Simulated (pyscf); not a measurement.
# Four-centre exchange: `[SiH3][NH][SiH3]` + `[FH]` → `[F][SiH3]` + `[NH2][SiH3]`

Gas phase, singlet surface, charge 0. Bonds broken: Si1–N2, F11–H12. Bonds formed: Si1–F11, N2–H12. Structures and frequencies: ωB97X-D3(BJ)/def2-SVP in PySCF.

Transition state (Å):

```xyz
12

Si    -2.0618     1.1284     0.7510
N     -0.2619     0.8330     0.2618
Si     0.1878    -0.7829    -0.3541
H     -2.6336     1.0888    -0.6548
H     -2.7134    -0.0535     1.3682
H     -2.3869     2.5162     1.1652
H      0.1043     1.6002    -0.3057
H     -0.4372    -1.0065    -1.6846
H      1.6693    -0.8441    -0.4707
H     -0.3133    -1.7622     0.6409
F     -0.8667     1.1237     2.4255
H     -0.1339     0.9872     1.4369
```

One imaginary mode, 739i cm⁻¹; descent along it reached the two sides named, in the forms told below.

```csv
bond,change,reactant side (Å),saddle,product side
Si1–N2,breaks,1.766,1.888,2.9
F11–H12,breaks,0.946,1.238,2.452
Si1–F11,forms,3.2,2.057,1.635
N2–H12,forms,1.752,1.192,1.016
```

Electronic energies relative to the separated reactants (kcal/mol):

| level | barrier | reaction energy | reverse barrier |
|---|---|---|---|
| ωB97X-D3(BJ)/def2-TZVP | 9.8 | -16.6 | 26.4 |
| PBE/def2-TZVP | 5.8 | -18.9 | 24.7 |
| r²SCAN/def2-TZVP | 7.3 | -19.4 | 26.7 |
| B3LYP-D3(BJ)/def2-TZVP | 9.7 | -18.7 | 28.4 |
| PBE0-D3(BJ)/def2-TZVP | 8.3 | -16.9 | 25.2 |
| M06-2X/def2-TZVP | 11.1 | -18.0 | 29.1 |
| ωB97M-D3(BJ)/def2-TZVP | 10.0 | -18.4 | 28.4 |
| HF/def2-TZVP | 26.8 | -21.5 | 48.3 |

With ωB97M-D3(BJ)/def2-TZVP energies and thermal terms (ideal gas, 1 atm, RRHO with modes under 100 cm⁻¹ raised to 100, one conformer, R ln 2 for rigid chiral ones), in kcal/mol:

| T (K) | ΔH‡ | ΔG‡ | ΔH | ΔG |
|---|---|---|---|---|
| 298 | 9.5 | 20.3 | -17.9 | -18.7 |
| 600 | 9.0 | 31.6 | -18.6 | -19.2 |
| 900 | 9.0 | 42.9 | -19.1 | -19.3 |
| 1200 | 9.4 | 54.2 | -19.6 | -19.3 |

On the reactant side the descent ends in a complex, 7.7 kcal/mol under the separated species and 17.6 kcal/mol under the saddle at ωB97X-D3(BJ)/def2-TZVP. On the product side the descent ends in a complex (not fully relaxed), 4.1 kcal/mol under the separated species and 30.5 kcal/mol under the saddle at ωB97X-D3(BJ)/def2-TZVP. One saddle was located; it need not be the lowest between these sides.
